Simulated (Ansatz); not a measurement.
Molecular dynamics of C₃H₇NOS

Input:

```yaml
crystal:
  periodic: [false, false, false]
  atoms:
    - { symbol: C, position_ang: [-1.060075, -1.134341, -0.365169] }
    - { symbol: C, position_ang: [0.129423, -0.214515, -0.625586] }
    - { symbol: O, position_ang: [1.315407, -0.936958, -0.132613] }
    - { symbol: C, position_ang: [-0.031941, 1.108428, 0.115909] }
    - { symbol: "N", position_ang: [0.630375, 1.154149, 1.28277] }
    - { symbol: S, position_ang: [-1.023444, 2.354891, -0.494381] }
    - { symbol: H, position_ang: [-1.98513, -0.649077, -0.687919] }
    - { symbol: H, position_ang: [-0.921011, -2.07151, -0.912153] }
    - { symbol: H, position_ang: [-1.125716, -1.356602, 0.705646] }
    - { symbol: H, position_ang: [0.224541, -0.001217, -1.697447] }
    - { symbol: H, position_ang: [2.113318, -0.605813, -0.594857] }
    - { symbol: H, position_ang: [0.555649, 1.964883, 1.879549] }
    - { symbol: H, position_ang: [1.198905, 0.353083, 1.541151] }
basis:
  gaussian: { orbitals: "6-31G" }
hamiltonian:
  xc: r2scan
  dispersion: d4
md:
  timestep: 0.5
  n_steps: 266
  ensemble: nve_milne
  temperature: 500.0
  initial_velocities: maxwell_boltzmann
  seed: 91787
scf:
  lower_state_search: "off"
```

Run as:

```bash
$ ansatz run input.yaml --threads 1 --pin off --max-ram 2048MiB --backend cpu --events-out ev --progress --plain --runs-dir out
```

It starts from a relaxed structure.

Output, in part (one step line in 5, the closing report, with atoms numbered from 0):

```
md step     0: t =     0.00 fs  T =   500.0 K  F+E_penalty+E_count = -17590.23436913 eV  E_kin = 0.710930 eV  conserved = -17589.52343913 eV  (15 SCF iters)
md step     5: t =     2.50 fs  T =   292.4 K  F+E_penalty+E_count = -17589.93929102 eV  E_kin = 0.415722 eV  conserved = -17589.52356905 eV  (22 SCF iters)
md step    10: t =     5.00 fs  T =   316.3 K  F+E_penalty+E_count = -17589.97331931 eV  E_kin = 0.449724 eV  conserved = -17589.52359580 eV  (21 SCF iters)
md step    15: t =     7.50 fs  T =   194.2 K  F+E_penalty+E_count = -17589.79975146 eV  E_kin = 0.276086 eV  conserved = -17589.52366506 eV  (22 SCF iters)
md step    20: t =    10.00 fs  T =   288.9 K  F+E_penalty+E_count = -17589.93431271 eV  E_kin = 0.410808 eV  conserved = -17589.52350430 eV  (22 SCF iters)
md step    25: t =    12.50 fs  T =   269.7 K  F+E_penalty+E_count = -17589.90709270 eV  E_kin = 0.383475 eV  conserved = -17589.52361794 eV  (22 SCF iters)
md step    30: t =    15.00 fs  T =   206.5 K  F+E_penalty+E_count = -17589.81711634 eV  E_kin = 0.293653 eV  conserved = -17589.52346343 eV  (22 SCF iters)
md step    35: t =    17.50 fs  T =   256.3 K  F+E_penalty+E_count = -17589.88791883 eV  E_kin = 0.364358 eV  conserved = -17589.52356086 eV  (22 SCF iters)
md step    40: t =    20.00 fs  T =   146.7 K  F+E_penalty+E_count = -17589.73222448 eV  E_kin = 0.208642 eV  conserved = -17589.52358201 eV  (21 SCF iters)
md step    45: t =    22.50 fs  T =   305.8 K  F+E_penalty+E_count = -17589.95828254 eV  E_kin = 0.434854 eV  conserved = -17589.52342824 eV  (21 SCF iters)
md step    50: t =    25.00 fs  T =   184.3 K  F+E_penalty+E_count = -17589.78556817 eV  E_kin = 0.261999 eV  conserved = -17589.52356868 eV  (22 SCF iters)
md step    55: t =    27.50 fs  T =   339.6 K  F+E_penalty+E_count = -17590.00634275 eV  E_kin = 0.482914 eV  conserved = -17589.52342905 eV  (20 SCF iters)
md step    60: t =    30.00 fs  T =   161.5 K  F+E_penalty+E_count = -17589.75323433 eV  E_kin = 0.229600 eV  conserved = -17589.52363466 eV  (22 SCF iters)
md step    65: t =    32.50 fs  T =   264.7 K  F+E_penalty+E_count = -17589.89981027 eV  E_kin = 0.376307 eV  conserved = -17589.52350286 eV  (22 SCF iters)
md step    70: t =    35.00 fs  T =   161.3 K  F+E_penalty+E_count = -17589.75283352 eV  E_kin = 0.229329 eV  conserved = -17589.52350450 eV  (22 SCF iters)
md step    75: t =    37.50 fs  T =   268.3 K  F+E_penalty+E_count = -17589.90509337 eV  E_kin = 0.381481 eV  conserved = -17589.52361256 eV  (22 SCF iters)
md step    80: t =    40.00 fs  T =   278.4 K  F+E_penalty+E_count = -17589.91940144 eV  E_kin = 0.395841 eV  conserved = -17589.52356019 eV  (22 SCF iters)
md step    85: t =    42.50 fs  T =   256.8 K  F+E_penalty+E_count = -17589.88877244 eV  E_kin = 0.365120 eV  conserved = -17589.52365204 eV  (22 SCF iters)
md step    90: t =    45.00 fs  T =   250.1 K  F+E_penalty+E_count = -17589.87914982 eV  E_kin = 0.355589 eV  conserved = -17589.52356101 eV  (22 SCF iters)
md step    95: t =    47.50 fs  T =   183.5 K  F+E_penalty+E_count = -17589.78453892 eV  E_kin = 0.260877 eV  conserved = -17589.52366176 eV  (22 SCF iters)
md step   100: t =    50.00 fs  T =   305.4 K  F+E_penalty+E_count = -17589.95786505 eV  E_kin = 0.434175 eV  conserved = -17589.52368990 eV  (22 SCF iters)
md step   105: t =    52.50 fs  T =   207.7 K  F+E_penalty+E_count = -17589.81887811 eV  E_kin = 0.295321 eV  conserved = -17589.52355716 eV  (22 SCF iters)
md step   110: t =    55.00 fs  T =   286.3 K  F+E_penalty+E_count = -17589.93075658 eV  E_kin = 0.407041 eV  conserved = -17589.52371521 eV  (22 SCF iters)
md step   115: t =    57.50 fs  T =   129.4 K  F+E_penalty+E_count = -17589.70759941 eV  E_kin = 0.184034 eV  conserved = -17589.52356536 eV  (22 SCF iters)
md step   120: t =    60.00 fs  T =   227.4 K  F+E_penalty+E_count = -17589.84683331 eV  E_kin = 0.323288 eV  conserved = -17589.52354577 eV  (22 SCF iters)
md step   125: t =    62.50 fs  T =   190.7 K  F+E_penalty+E_count = -17589.79475430 eV  E_kin = 0.271108 eV  conserved = -17589.52364607 eV  (22 SCF iters)
md step   130: t =    65.00 fs  T =   299.2 K  F+E_penalty+E_count = -17589.94888249 eV  E_kin = 0.425404 eV  conserved = -17589.52347804 eV  (22 SCF iters)
md step   135: t =    67.50 fs  T =   239.9 K  F+E_penalty+E_count = -17589.86474755 eV  E_kin = 0.341107 eV  conserved = -17589.52364100 eV  (22 SCF iters)
md step   140: t =    70.00 fs  T =   205.9 K  F+E_penalty+E_count = -17589.81619266 eV  E_kin = 0.292755 eV  conserved = -17589.52343793 eV  (22 SCF iters)
md step   145: t =    72.50 fs  T =   254.7 K  F+E_penalty+E_count = -17589.88572950 eV  E_kin = 0.362169 eV  conserved = -17589.52356023 eV  (22 SCF iters)
md step   150: t =    75.00 fs  T =   262.6 K  F+E_penalty+E_count = -17589.89698484 eV  E_kin = 0.373365 eV  conserved = -17589.52361955 eV  (22 SCF iters)
md step   155: t =    77.50 fs  T =   351.1 K  F+E_penalty+E_count = -17590.02264742 eV  E_kin = 0.499217 eV  conserved = -17589.52343006 eV  (22 SCF iters)
md step   160: t =    80.00 fs  T =   239.7 K  F+E_penalty+E_count = -17589.86443198 eV  E_kin = 0.340836 eV  conserved = -17589.52359622 eV  (22 SCF iters)
md step   165: t =    82.50 fs  T =   319.3 K  F+E_penalty+E_count = -17589.97752414 eV  E_kin = 0.454056 eV  conserved = -17589.52346851 eV  (22 SCF iters)
md step   170: t =    85.00 fs  T =   197.3 K  F+E_penalty+E_count = -17589.80412505 eV  E_kin = 0.280508 eV  conserved = -17589.52361688 eV  (22 SCF iters)
md step   175: t =    87.50 fs  T =   298.2 K  F+E_penalty+E_count = -17589.94758011 eV  E_kin = 0.424014 eV  conserved = -17589.52356592 eV  (22 SCF iters)
md step   180: t =    90.00 fs  T =   243.4 K  F+E_penalty+E_count = -17589.86960446 eV  E_kin = 0.346119 eV  conserved = -17589.52348530 eV  (22 SCF iters)
md step   185: t =    92.50 fs  T =   301.2 K  F+E_penalty+E_count = -17589.95186423 eV  E_kin = 0.428221 eV  conserved = -17589.52364298 eV  (22 SCF iters)
md step   190: t =    95.00 fs  T =   261.0 K  F+E_penalty+E_count = -17589.89471129 eV  E_kin = 0.371112 eV  conserved = -17589.52359922 eV  (21 SCF iters)
md step   195: t =    97.50 fs  T =   194.2 K  F+E_penalty+E_count = -17589.79972196 eV  E_kin = 0.276106 eV  conserved = -17589.52361551 eV  (22 SCF iters)
md step   200: t =   100.00 fs  T =   218.9 K  F+E_penalty+E_count = -17589.83477710 eV  E_kin = 0.311200 eV  conserved = -17589.52357660 eV  (22 SCF iters)
md step   205: t =   102.50 fs  T =   219.5 K  F+E_penalty+E_count = -17589.83572125 eV  E_kin = 0.312082 eV  conserved = -17589.52363951 eV  (22 SCF iters)
md step   210: t =   105.00 fs  T =   344.6 K  F+E_penalty+E_count = -17590.01365850 eV  E_kin = 0.489990 eV  conserved = -17589.52366854 eV  (22 SCF iters)
md step   215: t =   107.50 fs  T =   253.7 K  F+E_penalty+E_count = -17589.88420251 eV  E_kin = 0.360684 eV  conserved = -17589.52351863 eV  (22 SCF iters)
md step   220: t =   110.00 fs  T =   258.9 K  F+E_penalty+E_count = -17589.89175048 eV  E_kin = 0.368092 eV  conserved = -17589.52365868 eV  (22 SCF iters)
md step   225: t =   112.50 fs  T =   145.9 K  F+E_penalty+E_count = -17589.73102353 eV  E_kin = 0.207456 eV  conserved = -17589.52356707 eV  (22 SCF iters)
md step   230: t =   115.00 fs  T =   227.9 K  F+E_penalty+E_count = -17589.84759295 eV  E_kin = 0.324085 eV  conserved = -17589.52350837 eV  (22 SCF iters)
md step   235: t =   117.50 fs  T =   219.3 K  F+E_penalty+E_count = -17589.83537878 eV  E_kin = 0.311768 eV  conserved = -17589.52361055 eV  (22 SCF iters)
md step   240: t =   120.00 fs  T =   251.8 K  F+E_penalty+E_count = -17589.88147603 eV  E_kin = 0.357977 eV  conserved = -17589.52349859 eV  (22 SCF iters)
md step   245: t =   122.50 fs  T =   174.5 K  F+E_penalty+E_count = -17589.77169000 eV  E_kin = 0.248063 eV  conserved = -17589.52362704 eV  (22 SCF iters)
md step   250: t =   125.00 fs  T =   171.8 K  F+E_penalty+E_count = -17589.76764788 eV  E_kin = 0.244209 eV  conserved = -17589.52343916 eV  (22 SCF iters)
md step   255: t =   127.50 fs  T =   211.0 K  F+E_penalty+E_count = -17589.82353426 eV  E_kin = 0.299960 eV  conserved = -17589.52357427 eV  (22 SCF iters)
md step   260: t =   130.00 fs  T =   252.3 K  F+E_penalty+E_count = -17589.88235985 eV  E_kin = 0.358725 eV  conserved = -17589.52363498 eV  (22 SCF iters)
md step   265: t =   132.50 fs  T =   265.0 K  F+E_penalty+E_count = -17589.90026504 eV  E_kin = 0.376791 eV  conserved = -17589.52347452 eV  (22 SCF iters)
md step   266: t =   133.00 fs  T =   244.2 K  F+E_penalty+E_count = -17589.87082109 eV  E_kin = 0.347193 eV  conserved = -17589.52362792 eV  (22 SCF iters)
Total energy: -17589.87082915 eV, -646.4158301285 hartree
Atom 0 at    -1.007436    -1.235692    -0.259303 Å, force    -0.015209     0.482661     0.032351 eV/Å
Atom 1 at     0.103814    -0.202900    -0.628998 Å, force    -0.607992     0.374595    -0.471054 eV/Å
Atom 2 at     1.311080    -0.910954    -0.213042 Å, force    -0.706720    -0.390789     0.240884 eV/Å
Atom 3 at    -0.052840     1.118508     0.151691 Å, force    -0.455026     0.308609    -0.612583 eV/Å
Atom 4 at     0.547982     1.109413     1.352399 Å, force    -0.968450     1.745611     0.447957 eV/Å
Atom 5 at    -0.980664     2.400269    -0.553070 Å, force     0.447728    -0.494245     0.561097 eV/Å
Atom 6 at    -1.931364    -0.695113     0.059963 Å, force     0.500264    -0.570858    -0.244700 eV/Å
Atom 7 at    -1.195973    -1.822632    -1.172437 Å, force    -0.190798    -0.108546     0.433008 eV/Å
Atom 8 at    -0.612003    -1.908044     0.558831 Å, force    -0.468137     0.768173    -0.792050 eV/Å
Atom 9 at     0.069963     0.116764    -1.739894 Å, force     0.222370    -0.821322     1.503529 eV/Å
Atom 10 at     2.080369    -0.487117    -0.578533 Å, force     1.287792     0.624061    -0.586102 eV/Å
Atom 11 at     0.432819     1.885445     2.041116 Å, force     0.191094    -1.011858    -1.064145 eV/Å
Atom 12 at     0.996638     0.259242     1.593395 Å, force     0.763084    -0.906093     0.551808 eV/Å
Dipole moment:     0.563148    -0.452297     0.414450 e Å
```

All steps were run. The conserved energy stayed within 0.061 meV per atom of its start (net change -0.015 meV per atom), so the integration is sound. Over the second half the temperature averaged 0.49 of the 500 K drawn at the start: a run that starts near a minimum puts about half its kinetic energy into the potential. A run of 0.13 ps of so small a system gives no equilibrium averages. Limits of this set-up: no polarisation functions.

The same pairs are bonded in the first frame and the last. Pairs count as bonded within 1.25 times the sum of covalent radii (0.12 Å more for H–H).

Last frame:

```xyz
13
Properties=species:S:1:pos:R:3
C -1.007 -1.236 -0.259
C 0.104 -0.203 -0.629
O 1.311 -0.911 -0.213
C -0.053 1.119 0.152
N 0.548 1.109 1.352
S -0.981 2.400 -0.553
H -1.931 -0.695 0.060
H -1.196 -1.823 -1.172
H -0.612 -1.908 0.559
H 0.070 0.117 -1.740
H 2.080 -0.487 -0.579
H 0.433 1.885 2.041
H 0.997 0.259 1.593
```

The run took 21 min on 1 thread of Arm Neoverse V2 (shared host), peak memory 0.13 GiB.
